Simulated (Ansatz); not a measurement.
AlCl2H (AlHCl₂). Total charge 0; singlet. Geometry PBE0-D4/def2-TZVP; atoms count from 1.

Cartesian coordinates in Å:
```
Al 0.033 0.089 -0.106
Cl -0.950 0.776 1.598
Cl 0.522 -1.933 -0.223
H 0.395 1.068 -1.269
```

**Question.** Estimate the Mulliken populations from the PBE0/def2-TZVP orbitals of Ansatz.

**Answer.** 
| atom | charge (e) |
| --- | --- |
| Al1 | 0.53 |
| Cl2 | -0.23 |
| Cl3 | -0.23 |
| H4 | -0.07 |
Mulliken values depend strongly on the basis.

**Question.** And the Mayer bond orders between heavy atoms (over 0.3)?

**Answer.** Al1–Cl2 1.22 (2.08 Å); Al1–Cl3 1.22 (2.08 Å).
